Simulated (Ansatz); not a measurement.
**bcc Ta: polycrystal shear modulus by level of theory**

No measured value is used here.

```csv
level (code),value (GPa),cell (Å³/atom)
LDA+SOC (Ansatz),(withheld),17.21
PBE (Ansatz),63.4,18.28
HSE06 (Ansatz),70.2,18.07
```

Task: What belongs in the gaps?

Result: 
- LDA+SOC (Ansatz, a program for electronic structure), value (GPa): 69.2

Density-functional levels without +SOC have no spin–orbit coupling. LDA+SOC, PBE, HSE06: shear constants of such metals converge slowly with the k mesh. HSE06: hybrids on metals are sensitive to the k mesh. HSE06: the run warned that the count of filled bands differs between k points. Each level is taken at its own relaxed cell. K meshes differ between the levels. Ansatz's density-functional and Hartree–Fock values are scalar-relativistic unless marked +SOC, with PAW data made under PBE.
